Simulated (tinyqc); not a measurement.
Inside a calculation. Method: geometry optimisation on the RHF/sto-3g surface (energies and gradients from PySCF), for LiH, spin multiplicity 1. Computed by tinyqc, a small Python program that keeps every step (integrals from PySCF). Settings: charge = 0, multiplicity = 1, basis = sto-3g, optimiser = bfgs, first Hessian = 1.0, largest step = 0.3, iteration cap = 30. Command: `OMP_NUM_THREADS=1 python tinyqc.py 21542 21543 out.jsonl` (the two numbers bound the seeds that draw the settings). One thread of a shared host (Intel(R) Xeon(R) Processor @ 2.60GHz), about 0.3 s of CPU time with the checks.

## Step 1: energy and gradient

positions at the start (bohr), order 1Li, 2H:
$$\begin{pmatrix}
0.000000 & 0.000000 & 0.000000 \\
0.000000 & 0.000000 & 2.804354
\end{pmatrix}$$

Self-consistent energy and analytic gradient at these positions.

energy = -7.86322904 hartree

gradient (hartree/bohr), order 1Li, 2H:
$$\begin{pmatrix}
0.00000000 & 0.00000000 & 0.00612207 \\
0.00000000 & 0.00000000 & -0.00612207
\end{pmatrix}$$

## Step 1: move

Quasi-Newton step p = -H^(-1) g (first H = 1 times the unit matrix); steps longer than 0.3 bohr are cut back.

positions after step 1 (bohr), order 1Li, 2H:
$$\begin{pmatrix}
0.000000 & 0.000000 & -0.006122 \\
0.000000 & 0.000000 & 2.810476
\end{pmatrix}$$

## Step 2: energy and gradient

As before.

energy = -7.86329465 hartree

gradient (hartree/bohr), order 1Li, 2H:
$$\begin{pmatrix}
0.00000000 & 0.00000000 & 0.00459882 \\
0.00000000 & 0.00000000 & -0.00459882
\end{pmatrix}$$

## Step 2: move

inverse Hessian in use (bohr^2/hartree):
$$\begin{pmatrix}
1.000000 & 0.000000 & 0.000000 & 0.000000 & 0.000000 & 0.000000 \\
0.000000 & 1.000000 & 0.000000 & 0.000000 & 0.000000 & 0.000000 \\
0.000000 & 0.000000 & 2.509539 & 0.000000 & 0.000000 & -1.509539 \\
0.000000 & 0.000000 & 0.000000 & 1.000000 & 0.000000 & 0.000000 \\
0.000000 & 0.000000 & 0.000000 & 0.000000 & 1.000000 & 0.000000 \\
0.000000 & 0.000000 & -1.509539 & 0.000000 & 0.000000 & 2.509539
\end{pmatrix}$$

Quasi-Newton step p = -H^(-1) g (the inverse Hessian comes from BFGS updates; coordinates in the order x, y, z of each atom); steps longer than 0.3 bohr are cut back.

positions after step 2 (bohr), order 1Li, 2H:
$$\begin{pmatrix}
0.000000 & 0.000000 & -0.024605 \\
0.000000 & 0.000000 & 2.828959
\end{pmatrix}$$

## Convergence

Stop when the largest gradient component is below 3e-5 hartree/bohr. The inverse Hessian follows the BFGS update with s = step, y = change of gradient.

Course of the optimisation:
```
step  E (hartree)  largest gradient (hartree/bohr)
1     -7.86322904                         6.12e-03
2     -7.86329465                         4.60e-03
3     -7.86338201                         1.69e-04
4     -7.86338213                         4.92e-06
```

Final distances (angstrom):
```
pair    distance
2H-1Li  1.510789
```

Converged in 4 steps.
